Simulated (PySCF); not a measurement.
BF and its ions

B3LYP; basis B def2-TZVPPD, F def2-TZVPPD; no relativity; PySCF 2.14. Neutral (UKS): singlet (closed shell), Re = 1.265 Å, ωe = 1400 cm⁻¹, De = 7.79 eV, HOMO -7.86 eV, LUMO -1.36 eV.

BF⁺ (UKS): doublet (σ ↑), Re = 1.215 Å, ωe = 1688 cm⁻¹, De = 5.51 eV to B⁺ + F. The energies at the minima are -124.72124 hartree for BF and -124.31647 for BF⁺.

(1) Work out the adiabatic ionisation energy, without and with harmonic zero-point energies (1 hartree = 27.2114 eV, 1 eV = 8065.5 cm⁻¹), and the change of the bond length.

For an ion De counts to the pair picked by the measured ionisation energies or electron affinities, which need not be the lowest pair at this level. States were picked by a PBE0 search and need not be the measured ground states.

## Answers

(1) At B3LYP: 0.40477 hartree = 11.014 eV between the minima; the zero-point term (1688.0 − 1400.0)/2 cm⁻¹ = +0.018 eV makes it 11.032 eV. Re changes by -5.0 pm against the neutral. Minus the HOMO energy is 7.86 eV, -3.15 eV from the value between the minima; self-interaction puts the Kohn–Sham level too high, less so with exact exchange. The electron leaves a σ orbital, and the shorter bond of the ion fits an antibonding orbital, or a change in how ionic the bond is.
